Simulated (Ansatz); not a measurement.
# SiN (quartet): the correlation ladder, def2-QZVPP

An exercise on one series of results from a longer session: the logs are not shown, and one member is left open.

Program: Ansatz 0.2.0, Gaussian basis. Level of theory: def2-QZVPP, core rule «outside noble gas», up to 6 orbitals frozen. These are calculated values, not measurements.

Plan: UHF; ROHF; CCSD(T) on UHF.

**The system**

The geometry is a PBE0/def2-TZVP stationary point (not a proven minimum).

2 atoms, charge 0, spin multiplicity 4.

Atoms are counted from 1 here; the program's logs count them from 0.

Bond lengths: Si1–N2 1.889 Å.

The first run:

Input file in.yaml:

```yaml
crystal:
  periodic: [false, false, false]
  atoms:
    - {symbol: Si, position_ang: [0.000000, 0.000000, 0.000000]}
    - {symbol: N, position_ang: [0.000000, 0.000000, 1.889128]}
basis:
  gaussian: {orbitals: "def2-QZVPP.json"}
magnetization: {spin_polarized: true, initial_magnetization: 3}
hamiltonian: {xc: hf}
output: {orbitals: {seedname: orbitals}}
```

Launch:

```console
> ansatz run in.yaml --threads 1 --pin off --events-out ev --progress --plain --max-ram 4096MiB --backend cpu
```

Steps of the session up to this table: UHF; ROHF; CCSD(T) on UHF.

One table of the session follows, with a row left open; its other results are not shown here.

It belongs to the step «Misses and costs». 

| method | from UCCSD(T) (meV) |
| --- | --- |
| ROHF | +7103.8 |
| UHF | +6760.3 |
| UMP2 | ? |
| UCCSD | +262.9 |
| UCCSD(T) | 0 |

Q: Estimate the row for UMP2 from the others.

The run gave: from UCCSD(T) (meV): +1117.9. In the column «from UCCSD(T) (meV)» it lies between UCCSD (+262.9) and UHF (+6760.3).
